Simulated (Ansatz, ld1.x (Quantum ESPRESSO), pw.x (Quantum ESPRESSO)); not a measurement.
# pw.x on bcc Ru: one setting changed

Potential: ultrasoft, ld1.x (Quantum ESPRESSO) 7.5, LDA (PW92); core [Ar] 3d10, reference 4s2 4p6 4d7 5s0.5 5p0; waves: 4s (bound): rcut 1.30, rcutus 1.65 bohr; 5s (bound): rcut 1.30, rcutus 1.65 bohr; 4p (bound): rcut 1.50, rcutus 1.75 bohr; 5p (bound, empty): rcut 1.50, rcutus 1.75 bohr; 4d (bound): rcut 1.60, rcutus 1.95 bohr; 4d channel at 2.45 Ry: rcut 1.60, rcutus 1.95 bohr; local part: all-electron potential smoothed inside 1.75 bohr (lloc = -2); core correction: Bessel-smoothed model core, default radius (core density twice the valence density); augmentation: PSQ, inside the norm-conserving radii.

The reference run (k-mesh 15³, cutoffs 60/480 Ry, Fermi–Dirac 0.01 Ry, mixing_beta 0.4, conv_thr 1e-9, no spin) gives 4.55 GPa at 13.522 Å³/atom, where all-electron LAPW gives 0.29 GPa. This run, with its own iteration cap, changes input_dft to pbee, a wrong or extreme entry chosen on purpose.

```
&control
  calculation='scf', prefix='x', pseudo_dir='./', outdir='./tmp', tstress=.true., disk_io='none'
/
&system
  ibrav=0, nat=1, ntyp=1, ecutwfc=60, ecutrho=480, nbnd=16,
  occupations='smearing', smearing='fd', degauss=0.01, input_dft='pbee'
/
&electrons
  conv_thr=1e-09, mixing_beta=0.4, electron_maxstep=70
/
ATOMIC_SPECIES
Ru 1.0 Ru.UPF
CELL_PARAMETERS angstrom
  -1.50081437 1.50081437 1.50081437
  1.50081437 -1.50081437 1.50081437
  1.50081437 1.50081437 -1.50081437
ATOMIC_POSITIONS crystal
Ru 0.0000 0.0000 0.0000
K_POINTS automatic
15 15 15 0 0 0
```

```bash
pw.x < Ru.scf.in > Ru.scf.out
```

Task: How does the run end?

Result: It does not reach self-consistency within its iteration cap.

```
Exchange-correlation= PBEE
     Message from routine setup:
     using ibrav=0 with symmetry is DISCOURAGED, use correct ibrav instead
     lattice parameter (alat)  =       4.9123  a.u.
     unit-cell volume          =      91.2510 (a.u.)^3
     number of electrons       =        16.00
     number of Kohn-Sham states=           16
     kinetic-energy cutoff     =      60.0000  Ry
     charge density cutoff     =     480.0000  Ry
     scf convergence threshold =      1.0E-09
     Exchange-correlation= PBEE
     number of k points=   120  Fermi-Dirac smearing, width (Ry)=  0.0100
     iteration #  1     ecut=    60.00 Ry     beta= 0.40
     negative rho (up, down):  3.368E+01 0.000E+00
     total energy              =    5055.41429366 Ry
     estimated scf accuracy    <    8450.01637305 Ry
     iteration #  2     ecut=    60.00 Ry     beta= 0.40
     negative rho (up, down):  2.249E+01 0.000E+00
     total energy              =    -847.84320638 Ry
     estimated scf accuracy    <    1860.47742042 Ry
     iteration #  3     ecut=    60.00 Ry     beta= 0.40
     negative rho (up, down):  1.649E+01 0.000E+00
     total energy              =    -565.46583179 Ry
     estimated scf accuracy    <     749.92218922 Ry
     [... 64 iterations left out ...]
     iteration # 68     ecut=    60.00 Ry     beta= 0.40
     negative rho (up, down):  2.499E+00 0.000E+00
     total energy              =    -186.57272508 Ry
     estimated scf accuracy    <      25.21925574 Ry
     iteration # 69     ecut=    60.00 Ry     beta= 0.40
     negative rho (up, down):  2.498E+00 0.000E+00
     total energy              =    -186.57172224 Ry
     estimated scf accuracy    <      24.20175534 Ry
     iteration # 70     ecut=    60.00 Ry     beta= 0.40
     negative rho (up, down):  2.421E+00 0.000E+00
     total energy              =    -185.75812991 Ry
     estimated scf accuracy    <      24.20030639 Ry
     convergence NOT achieved after  70 iterations: stopping
     Message from routine punch:
     Nothing written, as per user request (disk_io='none')
```

The run took about 2.2 min on one core of a shared host (Neoverse-V2, 96 threads, 742 GiB, load 26).
